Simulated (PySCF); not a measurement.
**Worked example: PH⁺, doublet against PH, triplet**

Geometry (PBE0/def2-TZVP stationary point of a triplet), kept for both states (PH, triplet: Σ⁻; PH⁺, doublet: Π):

```xyz
2

P     0.0000    0.0000    0.0000
H     0.0000    0.0000    1.4282
```

Basis aug-cc-pVDZ; PySCF 2.14.0. Correlated methods freeze the noble-gas cores. R marks a restricted (for open shells ROHF) determinant, U an unrestricted one.

Full CI isn't at hand for all of this; RCCSDT serves as the reference. It lacks quadruple excitations. The frozen core follows each run's orbitals, which can shift R against U totals by a few meV.

```tsv
level	E(PH, triplet) (hartree)	E(PH⁺, doublet) (hartree)
UHF	-341.288064	-340.932182
UMP2	-341.374418	-341.004742
UCCSD(T)	-341.400677	-341.032746
PBE	-341.715817	-341.338759
wB97M-V	-341.850755	-341.482917
RCCSDT	-341.401284	-341.033298
```

Question: Give the vertical gap, PH⁺ doublet less PH triplet, at each level in eV (1 hartree = 27.2114 eV), and each error against RCCSDT.

Answer: RCCSDT: (-341.033298 − (-341.401284)) × 27.2114 = 10.013 eV (the reference)
wB97M-V: (-341.482917 − (-341.850755)) × 27.2114 = 10.009 eV, error -0.004 eV
PBE: (-341.338759 − (-341.715817)) × 27.2114 = 10.260 eV, error 0.247 eV
UCCSD(T): (-341.032746 − (-341.400677)) × 27.2114 = 10.012 eV, error -0.001 eV
UMP2: (-341.004742 − (-341.374418)) × 27.2114 = 10.059 eV, error 0.046 eV
UHF: (-340.932182 − (-341.288064)) × 27.2114 = 9.684 eV, error -0.329 eV

Total energies of functionals can't be set beside those of wave-function methods, since they hold the core's correlation and their own absolute errors; only the differences compare.

In so small a basis the reference is far from its limit while semilocal and hybrid functionals are nearer theirs, so the functionals' errors here hold much of the reference's basis and frozen-core error, which can add to them or hide them.

Each level lands on the state that its own search finds. T1 diagnostics of restricted CCSD: 0.021 and 0.021.
